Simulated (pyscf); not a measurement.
Four-centre exchange: HO–In(OH)–OH + H₂S → HO–In(OH)–O–SH + H₂

Gas phase, singlet surface, charge 0. Bonds broken: O1–H5, S8–H9. Bonds formed: O1–S8, H5–H9. Structures and frequencies: ωB97X-D3(BJ)/def2-SVP in PySCF.

Transition state (Å):

```xyz
10

O      0.7781    -0.1958     0.1394
In    -1.1423     1.2066     0.0914
O     -0.9489     2.8813    -0.9715
O     -2.1999     1.3137     1.7772
H      1.6051    -0.8413    -0.0862
H     -1.3320     3.6470    -0.5256
H     -2.1747     0.4993     2.2932
S     -0.1877    -0.8579    -1.0847
H      1.5022    -1.6680    -1.0854
H      0.1807    -0.1911    -2.2035
```

One imaginary mode, 1062i cm⁻¹; descent along it reached the two sides named, in the forms told below.

| bond | change | reactant side (Å) | saddle | product side |
|---|---|---|---|---|
| O1–H5 | breaks | 0.965 | 1.073 | 2.391 |
| S8–H9 | breaks | 1.345 | 1.874 | 3.6 |
| O1–S8 | forms | 3.6 | 1.694 | 1.684 |
| H5–H9 | forms | 3.3 | 1.301 | 0.763 |

Electronic energies relative to the separated reactants (kcal/mol):

```
level                   barrier  reaction energy  reverse barrier
----------------------  -------  ---------------  ---------------
ωB97X-D3(BJ)/def2-TZVP     78.8            +32.1             46.7
PBE/def2-TZVP              64.9            +33.0             31.9
r²SCAN/def2-TZVP           70.5            +33.2             37.3
B3LYP-D3(BJ)/def2-TZVP     74.2            +33.8             40.4
PBE0-D3(BJ)/def2-TZVP      72.3            +35.0             37.3
M06-2X/def2-TZVP           81.3            +33.3             48.0
ωB97M-D3(BJ)/def2-TZVP     81.0            +35.9             45.1
HF/def2-TZVP              110.6            +41.7             68.9
```

With ωB97M-D3(BJ)/def2-TZVP energies and thermal terms (ideal gas, 1 atm, RRHO with modes under 100 cm⁻¹ raised to 100, one conformer, R ln 2 for chiral ones without a mode under 150 cm⁻¹), in kcal/mol:

```tsv
T (K)	ΔH‡	ΔG‡	ΔH	ΔG
298	78.9	90.7	+33.2	+36.1
600	79.0	102.7	+34.1	+38.6
900	79.6	114.4	+35.0	+40.6
1200	80.5	125.9	+35.7	+42.4
```

On the reactant side the descent ends in an adduct with a In–S contact (not fully relaxed), 16.1 kcal/mol under the separated species and 94.9 kcal/mol under the saddle at ωB97X-D3(BJ)/def2-TZVP. On the product side the descent ends in an adduct with a In–S contact (not fully relaxed), 1.3 kcal/mol under the separated species and 48.0 kcal/mol under the saddle at ωB97X-D3(BJ)/def2-TZVP. The same reactants have a lower exit, to HO–In(OH)–SH + H₂O (barrier -8.0 kcal/mol at ωB97M-D3(BJ)/def2-TZVP, against +81.0 kcal/mol here). HO–In(OH)–O–SH is closed by a dative In–S contact. One saddle was located; it need not be the lowest between these sides. Elements past Kr carry the def2 core potentials, without spin-orbit coupling.
